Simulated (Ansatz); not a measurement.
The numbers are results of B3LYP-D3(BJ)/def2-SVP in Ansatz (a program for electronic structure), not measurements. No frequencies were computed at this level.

Ansatz 0.2 input:
```yaml
crystal:
  periodic: [false, false, false]
  atoms:
    - { symbol: C, position_ang: [1.365925, 0.115064, 0.18321] }
    - { symbol: S, position_ang: [-0.083489, -0.064896, -0.893499] }
    - { symbol: C, position_ang: [-1.367809, -0.116529, 0.387261] }
    - { symbol: H, position_ang: [1.279824, 1.0334, 0.757805] }
    - { symbol: H, position_ang: [1.436889, -0.74502, 0.843614] }
    - { symbol: H, position_ang: [2.236366, 0.160794, -0.462281] }
    - { symbol: H, position_ang: [-1.352815, 0.810371, 0.95431] }
    - { symbol: H, position_ang: [-1.195748, -0.968048, 1.040118] }
    - { symbol: H, position_ang: [-2.319134, -0.225131, -0.122251] }
basis:
  gaussian: { orbitals: def2-svp }
hamiltonian:
  xc: b3lyp
  dispersion: d3bj
relax:
  max_steps: 150
```

Output:

```
Functional definition: B3LYP
830 factors; integrals over basis functions are off by at most 2.3e-4 eV
mean field evaluation 1: about -12996.5711 eV, gradient 5.0e1 eV
mean field evaluation 2: about -12993.1218 eV, gradient 6.0e1 eV
mean field evaluation 4: about -13002.7583 eV, gradient 1.0e0 eV
mean field evaluation 8: about -13002.7751 eV, gradient 8.6e-3 eV
mean field -13002.77508115 eV, -477.8431706347 hartree, gradient 8.2e-6 eV, S^2 0.000000; 0 other end points of the search recorded, 0 dependent functions left out
reference -13002.77528896 eV, -477.8431782715 hartree; 17, 17 occupied and 59, 59 virtual orbitals, 830 factors
relax step   1: F+E_penalty+E_count = -13003.04871747 eV  Δ(F+E_penalty+E_count) = +0.000e0 eV  max|allowed force component| = 5.594e-1 eV/Å  Δτ_max = 0.0000 Å  (25 SCF iters, accepted)
these checks for a lower state are left out or cut short: starts, cluster_reference, orbital_swaps, neighbouring_geometries, increment
830 factors; integrals over basis functions are off by at most 2.4e-4 eV
mean field evaluation 16: about -13002.7962 eV, gradient 5.0e-3 eV
mean field -13002.80967422 eV, -477.8444419066 hartree, gradient 7.1e-6 eV, S^2 0.000000; 0 other end points of the search recorded, 0 dependent functions left out
reference -13002.80988249 eV, -477.8444495605 hartree; 17, 17 occupied and 59, 59 virtual orbitals, 830 factors
relax step   2: F+E_penalty+E_count = -13003.08127093 eV  Δ(F+E_penalty+E_count) = -3.255e-2 eV  max|allowed force component| = 1.841e-1 eV/Å  Δτ_max = 0.0347 Å  (28 SCF iters, accepted)
these checks for a lower state are left out or cut short: starts, cluster_reference, orbital_swaps, neighbouring_geometries, increment
830 factors; integrals over basis functions are off by at most 2.4e-4 eV
mean field -13002.81316690 eV, -477.8445702604 hartree, gradient 7.2e-6 eV, S^2 0.000000; 0 other end points of the search recorded, 0 dependent functions left out
reference -13002.81337549 eV, -477.8445779257 hartree; 17, 17 occupied and 59, 59 virtual orbitals, 830 factors
relax step   3: F+E_penalty+E_count = -13003.08374664 eV  Δ(F+E_penalty+E_count) = -2.476e-3 eV  max|allowed force component| = 4.138e-2 eV/Å  Δτ_max = 0.0176 Å  (28 SCF iters, accepted)
these checks for a lower state are left out or cut short: starts, cluster_reference, orbital_swaps, neighbouring_geometries, increment
830 factors; integrals over basis functions are off by at most 2.4e-4 eV
mean field evaluation 32: about -13002.8128 eV, gradient 1.8e-1 eV
mean field -13002.81293424 eV, -477.8445617102 hartree, gradient 6.0e-6 eV, S^2 0.000000; 0 other end points of the search recorded, 0 dependent functions left out
reference -13002.81314257 eV, -477.8445693661 hartree; 17, 17 occupied and 59, 59 virtual orbitals, 830 factors
relax step   4: F+E_penalty+E_count = -13003.08380887 eV  Δ(F+E_penalty+E_count) = -6.223e-5 eV  max|allowed force component| = 4.899e-2 eV/Å  Δτ_max = 0.0042 Å  (23 SCF iters, accepted)
these checks for a lower state are left out or cut short: starts, cluster_reference, orbital_swaps, neighbouring_geometries, increment
830 factors; integrals over basis functions are off by at most 2.4e-4 eV
mean field -13002.81300271 eV, -477.8445642264 hartree, gradient 8.9e-5 eV, S^2 0.000000; 0 other end points of the search recorded, 0 dependent functions left out
reference -13002.81321103 eV, -477.8445718821 hartree; 17, 17 occupied and 59, 59 virtual orbitals, 830 factors
relax step   5: F+E_penalty+E_count = -13003.08386747 eV  Δ(F+E_penalty+E_count) = -5.861e-5 eV  max|allowed force component| = 1.095e-2 eV/Å  Δτ_max = 0.0019 Å  (20 SCF iters, accepted)
these checks for a lower state are left out or cut short: starts, cluster_reference, orbital_swaps, neighbouring_geometries, increment
830 factors; integrals over basis functions are off by at most 2.4e-4 eV
mean field -13002.81305546 eV, -477.8445661649 hartree, gradient 3.4e-5 eV, S^2 0.000000; 0 other end points of the search recorded, 0 dependent functions left out
reference -13002.81326382 eV, -477.8445738220 hartree; 17, 17 occupied and 59, 59 virtual orbitals, 830 factors
relax step   6: F+E_penalty+E_count = -13003.08387504 eV  Δ(F+E_penalty+E_count) = -7.566e-6 eV  max|allowed force component| = 2.191e-3 eV/Å  Δτ_max = 0.0008 Å  (19 SCF iters, accepted)
830 factors; integrals over basis functions are off by at most 2.4e-4 eV
mean field -13002.81305546 eV, -477.8445661649 hartree, gradient 3.4e-5 eV, S^2 0.000000; 1 other end points of the search recorded, 0 dependent functions left out
reference -13002.81326382 eV, -477.8445738220 hartree; 17, 17 occupied and 59, 59 virtual orbitals, 830 factors
Total energy: -13003.08408340 eV, -477.8545262580 hartree
Atom 0 at     1.375320     0.115516     0.175378 Å, force    -0.001193    -0.000073     0.000668 eV/Å
Atom 1 at    -0.083597    -0.064980    -0.895036 Å, force     0.000026     0.000020     0.000375 eV/Å
Atom 2 at    -1.378198    -0.117753     0.380906 Å, force     0.001274     0.000136     0.000484 eV/Å
Atom 3 at     1.327501     1.043482     0.767019 Å, force    -0.000159     0.000143    -0.000219 eV/Å
Atom 4 at     1.485516    -0.745684     0.853345 Å, force    -0.000130    -0.000189    -0.000203 eV/Å
Atom 5 at     2.255347     0.161523    -0.481928 Å, force     0.002145     0.000166    -0.000485 eV/Å
Atom 6 at    -1.399621     0.812450     0.970575 Å, force     0.000099     0.000165    -0.000238 eV/Å
Atom 7 at    -1.241604    -0.976715     1.056903 Å, force     0.000128    -0.000167    -0.000222 eV/Å
Atom 8 at    -2.340655    -0.227834    -0.138875 Å, force    -0.002191    -0.000201    -0.000161 eV/Å
Dipole moment:     0.020989     0.016315     0.299709 e Å
```

Cost: roughly 15 core-seconds.
